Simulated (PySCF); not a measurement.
# How well do the runs reproduce experiment for C6H5F?

**Experimental background.**

NIST CCCBDB Release 22 (SRD 101), experimental dipoles lists, for the gas: dipole moment 1.6 D.

How close the calculation comes is told at the end.

Compound: C₆H₅F.
Numbering: `[F:1][c:2]1[cH:3][cH:4][cH:5][cH:6][cH:7]1` (hydrogens: H8 on C3; H9 on C4; H10 on C5; H11 on C6; H12 on C7)

Structure used (PBE0-D3(BJ)/def2-SVP), in Å, numbered top down from 1:
```xyz
12
C6H5F angstrom
F      0.902    0.135   -2.524
C      0.453    0.068   -1.272
C     -0.175    1.177   -0.718
C     -0.640    1.099    0.594
C     -0.475   -0.071    1.334
C      0.157   -1.172    0.756
C      0.627   -1.109   -0.554
H     -0.291    2.081   -1.318
H     -1.134    1.965    1.040
H     -0.840   -0.126    2.362
H      0.289   -2.092    1.330
H      1.125   -1.956   -1.030
```

The PySCF runs (gas phase, on this PBE0-D3(BJ)/def2-SVP geometry; no spin–orbit coupling):

```
                             level                                                                           job  basis functions
PBE0-D3(BJ)/def2-SVP, grid level 1                                   geometry optimisation from an MMFF94s start              123
                     PBE0/pcSseg-1                                       shieldings, charges and field gradients              144
                       B3LYP/pcJ-1  spin–spin couplings from 12 perturbed nuclei, spin–dipole term for 1 of them              239
```

Results beside the measurements:

**Dipole moment.** Measured: 1.6 D (NIST CCCBDB Release 22 (SRD 101), experimental dipoles).

| level | computed (D) | computed − measured (D) | % (from the printed values) |
| --- | --- | --- | --- |
| PBE0-D3(BJ)/def2-SVP | 1.35 | -0.25 | -16 |
| PBE0/pcSseg-1 | 1.43 | -0.17 | -11 |
| B3LYP/pcJ-1 | 1.45 | -0.15 | -9 |

Closest is B3LYP/pcJ-1 (-0.15 D), furthest PBE0-D3(BJ)/def2-SVP (-0.25 D); one molecule doesn't rank methods. All 3 levels lie below the measurement. The computed dipoles belong to one fixed geometry; measured ones are averaged over vibrations unless marked μe. Magnitudes are compared, not signs.

No measured geometry was used, and the causes of the misses weren't examined.
